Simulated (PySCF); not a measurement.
**Cl: ionisation energy**

Cl [Ne] 3s2 3p5 (2P) → Cl+ [Ne] 3s2 3p4 (3P), as a difference of total energies. Calculation: PySCF 2.14, in jorge-DZP-DKH; the spin-free X2C one-electron Hamiltonian (Gaussian nucleus). Correlated levels: valence: [Ne] frozen. The calculations carry no spin-orbit coupling.

```csv
method,ionisation energy (eV)
UHF,11.774
B3LYP,13.055
TPSS,12.948
MP2 (valence),12.416
SCS-MP2 (valence),12.398
CCSD (valence),12.350
CCSD(T) (valence),12.356
```

Q: How much does correlation contribute at CCSD(T) (valence)?

A: 12.356 − (11.774) = 0.582 eV, measured against UHF.

Errors of the correlated levels include the incompleteness of this basis and the frozen core.

For comparison: 12.974 eV (measured; NIST levels, between the centres of gravity of the two terms).
